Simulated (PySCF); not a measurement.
Species: C3H4NS (charge -1).
SMILES: `C=N/C=C\[S-]`

Torsions of this conformer, `[CH2:1]=[N:2]/[CH:3]=[CH:4]\[S-:5]`: C1–N2–C3–C4 180°.

The closed-shell ground state was solved at several levels (PySCF, density fitting, gas phase, non-relativistic). Isolated species at its PBE0-D3(BJ)/def2-SVP geometry (one conformer only). The geometry's basis has no diffuse functions, a weakness for an anion. Where the HOMO energy is positive, the finite basis confines the outermost electrons. No diffuse functions stand in 6-31G*, cc-pVTZ, def2-TZVP, pcSseg-1 and pcSseg-2, which bears on an anion's orbital energies.

```tsv
level	basis functions	HOMO (eV)	LUMO (eV)	gap (eV)
B3LYP/6-31G*	82	0.18	3.92	3.74
B97-2/pcSseg-2	243	-0.32	3.29	3.61
B3LYP/cc-pVTZ	210	-0.18	3.40	3.58
PBE0/pcSseg-1	112	-0.32	3.64	3.96
CAM-B3LYP/def2-SVPD	139	-1.66	4.26	5.92
```

Problem. Estimate the row for B3LYP/def2-TZVP, a basis of 185 functions; the other rows only guide the guess.

Solution. HOMO -0.23 eV, LUMO 3.29 eV, gap 3.52 eV.

Problem. Over all these levels, which gives the widest orbital gap and which the narrowest?

Solution. CAM-B3LYP/def2-SVPD (range-separated hybrid) has the widest, 5.92 eV, and B3LYP/def2-TZVP (global hybrid, 20 % exact exchange) the narrowest, 3.52 eV. Functional and basis both differ between the two, so the spread mixes both effects.

Problem. How much does the basis alone move the frontier levels among the 3 B3LYP rows (the withheld one included)?

Solution. The HOMO by 0.41 eV and the LUMO by 0.63 eV. By rising basis size (HOMO, LUMO in eV): 6-31G* 0.18, 3.92; def2-TZVP -0.23, 3.29; cc-pVTZ -0.18, 3.40.
